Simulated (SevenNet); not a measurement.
Trigonal Se

Computed with the machine-learned potential SevenNet-l3i5 (trained on PBE and PBE+U data).

Cell (relaxed at this level):

```yaml
crystal:
  lattice:
    - [4.89209, 0.00000, 0.00000]
    - [-2.44605, 4.23668, 0.00000]
    - [0.00000, 0.00000, 5.02597]
  atoms:
    - { symbol: Se, position: [0.00000, 0.19808, 0.66667] }
    - { symbol: Se, position: [0.80192, 0.80192, 0.00000] }
    - { symbol: Se, position: [0.19808, 0.00000, 0.33333] }
```

| Property | Result |
|---|---|
| lattice parameter a | 4.892 Å |
| c axis length | 5.026 Å |

Measured, for comparison: lattice constant a 4.365 Å, lattice parameter c 4.958 Å (293 K, no zero-point or thermal correction; as tabulated in Wikipedia's data pages). Computed (rounded) less measured: lattice constant a +12.1 %, lattice parameter c +1.4 %.

A machine-learned potential is trained on density-functional data: it inherits that level's misses and adds fitting errors of its own.

Note: the model's c/a of 1.03 is far from the 1.13 of the starting cell; this model's volume lies 27 % above that of the starting cell (a measured, published or database cell); the cell moved over 20 % in volume from its start.
